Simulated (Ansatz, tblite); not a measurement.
Dissociation curve of SMILES FC(F)(F)F. The C1–F5 bond (C1 also carries F, F, F; F5 carries nothing else) is pulled apart rigidly from the PBE0/def2-TZVP optimised geometry.

Computed with: UCCSD(T) = CCSD(T) on UHF/cc-pVTZ, frozen core (Ansatz, a quantum-chemistry and plane-wave program); UCCSD = CCSD on UHF/cc-pVTZ, frozen core (Ansatz); GFN2-xTB, 300 K electronic temperature (tblite).

Energies are in kJ/mol, each relative to the lowest point of its own curve near equilibrium.

```tsv
R / Å	UCCSD(T)	UCCSD	GFN2-xTB
0.97	607.0	599.1	556.1
1.05	291.9	285.5	254.9
1.11	151.7	146.6	[?]
1.18	56.9	53.4	[?]
1.24	16.1	14.0	11.4
1.28	[?]	2.6	2.0
1.32	0.0	0.0	0.0
1.37	4.9	6.3	5.2
1.40	11.8	14.0	11.3
1.42	17.6	20.5	16.4
1.52	58.2	64.2	[?]
1.62	109.8	119.2	[?]
1.75	182.1	196.3	[?]
2.01	329.8	349.4	252.6
2.19	416.0	431.5	316.3
2.33	468.0	474.8	358.3
2.62	523.2	517.3	423.0
2.93	540.4	530.8	463.4
3.24	547.5	536.6	—
3.58	547.1	536.1	—
3.97	547.4	536.4	—
4.64	548.0	537.0	—
```

Problem. Fill in the missing entries.

Solution. 
- 1.11, GFN2-xTB: 127.2
- 1.18, GFN2-xTB: 44.8
- 1.28, UCCSD(T): 3.7
- 1.52, GFN2-xTB: 49.9
- 1.62, GFN2-xTB: 90.7
- 1.75, GFN2-xTB: 146.7

Dashes: no converged value, or the column stops at the first point that the program doubted or that broke a chosen test of continuity, which isn't proof of a fault.

The unrestricted determinant behind UCCSD(T), UCCSD is spin-contaminated at 2.01 to 4.64 Å (<S²> up to 1.0, against 0.00 for a pure singlet).
